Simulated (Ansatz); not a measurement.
Input (CCSDT(Q)/aug-cc-pVDZ; Ansatz, a first-principles code):

Ansatz 0.2 input:
```yaml
crystal:
  periodic: [false, false, false]
  atoms:
    - {symbol: C, position_ang: [-0.01250278, -0.16829833, 1.14391076]}
    - {symbol: N, position_ang: [0.06210633, 0.65089648, 0.00291556]}
    - {symbol: C, position_ang: [-0.01858037, -0.15746407, -1.14536994]}
    - {symbol: H, position_ang: [0.80260143, -0.95701479, 1.22954715]}
    - {symbol: H, position_ang: [0.04682900, 0.42338075, 2.07234418]}
    - {symbol: H, position_ang: [-0.96149308, -0.78871542, 1.23502697]}
    - {symbol: H, position_ang: [0.79603785, -0.94531417, -1.24279419]}
    - {symbol: H, position_ang: [0.03583597, 0.44297755, -2.06846351]}
    - {symbol: H, position_ang: [-0.96805666, -0.77701480, -1.23731438]}
basis:
  gaussian:
    orbitals: aug-cc-pVDZ
total_charge: -1
magnetization: {spin_polarized: false}
correlation: {method: ccsdt_q, electrons: outside_noble_gas}
```

Output:

```
Functional definition: HF
integrals: 0.34 GiB planned
1963 factors; integrals over basis functions are off by at most 2.0e-7 eV
mean field: 0.49 GiB planned
mean field evaluation 1: about -3633.6178 eV, gradient 2.3e1 eV
mean field evaluation 2: about -3633.6193 eV, gradient 2.3e1 eV
mean field evaluation 4: about -3635.3366 eV, gradient 4.8e0 eV
mean field evaluation 8: about -3635.4031 eV, gradient 5.4e-4 eV
mean field evaluation 16: about -3635.4013 eV, gradient 1.5e-1 eV
mean field evaluation 32: about -3635.3513 eV, gradient 1.8e0 eV
mean field -3635.40309679 eV, -133.5985996424 hartree, gradient 2.0e-6 eV, S^2 0.000000; 3 other end points of the search recorded, 0 dependent functions left out
determinant -3635.40309679 eV, -133.5985996424 hartree, with singles and doubles -3650.31030353 eV, -134.1464293855 hartree
determinant -3629.22713234 eV, -133.3716371349 hartree, with no singles and doubles
determinant -3635.40309679 eV, -133.5985996424 hartree, with singles and doubles -3650.28074940 eV, -134.1453432914 hartree
3 core orbitals not correlated
reference -3635.40309679 eV, -133.5985996424 hartree; 10, 10 occupied and 110, 110 virtual orbitals, 1963 factors
second order -13.95103811 eV of doubles, -0.00000000 eV of singles
coupled cluster: 10.79 GiB planned
cycle   1  -14.36496189 eV  change   -4.1e-1 eV  update   1.3e-1
cycle   2  -14.97274449 eV  change   -6.1e-1 eV  update   8.2e-2
cycle   3  -15.40687999 eV  change   -4.3e-1 eV  update   4.0e-2
cycle   4  -15.50719808 eV  change   -1.0e-1 eV  update   2.1e-2
cycle   5  -15.46292335 eV  change    4.4e-2 eV  update   1.5e-2
cycle   6  -15.44569786 eV  change    1.7e-2 eV  update   9.9e-3
cycle   7  -15.45145413 eV  change   -5.8e-3 eV  update   5.4e-3
cycle   8  -15.45789179 eV  change   -6.4e-3 eV  update   3.6e-3
cycle   9  -15.45879116 eV  change   -9.0e-4 eV  update   2.1e-3
cycle  10  -15.45737520 eV  change    1.4e-3 eV  update   8.8e-4
cycle  11  -15.45885472 eV  change   -1.5e-3 eV  update   7.6e-4
cycle  12  -15.45791012 eV  change    9.4e-4 eV  update   4.2e-4
cycle  13  -15.45761613 eV  change    2.9e-4 eV  update   2.7e-4
cycle  14  -15.45747463 eV  change    1.4e-4 eV  update   1.4e-4
cycle  15  -15.45738759 eV  change    8.7e-5 eV  update   7.8e-5
cycle  16  -15.45735878 eV  change    2.9e-5 eV  update   4.2e-5
cycle  17  -15.45735968 eV  change   -9.0e-7 eV  update   2.1e-5
cycle  18  -15.45735946 eV  change    2.2e-7 eV  update   1.5e-5
cycle  19  -15.45735580 eV  change    3.7e-6 eV  update   7.9e-6
cycle  20  -15.45735392 eV  change    1.9e-6 eV  update   3.6e-6
cycle  21  -15.45735232 eV  change    1.6e-6 eV  update   1.7e-6
cycle  22  -15.45735120 eV  change    1.1e-6 eV  update   1.4e-6
perturbative correction -0.03587429 eV, -0.0013183557 hartree
Total energy: -3650.89632228 eV, -134.1679651774 hartree
```
